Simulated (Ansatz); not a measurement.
Cartesian coordinates in Å:
```
N 0.7800 -1.1863 0.6695
C 0.0986 -0.2883 0.1277
S 0.4481 1.4034 -0.2641
S -1.4909 1.4926 -1.0385
S -1.5530 -0.5150 -0.4378
H 1.7172 -0.9063 0.9432
```

Charge 0, multiplicity 1.

(1) List the CAM-B3LYP/def2-TZVPP orbital energies in eV (Ansatz). (Estimate.)

Answers

(1) Computed: Occupied: -2421.49, -2421.46, -2421.39, -391.63, -282.20, -219.42, -219.41, -219.35, -164.05, -164.04, -163.98, -163.96, -163.93, -163.85, -163.76, -163.71, -163.68, -28.22, -25.96, -22.54, -20.95, -17.22, -15.36, -14.52, -13.53, -12.08, -11.34, -10.87, -9.60, -9.49, -7.64. Lowest empty: -1.41, -0.94, 0.63, 1.97, 2.54, 3.29, 4.22, 4.79.
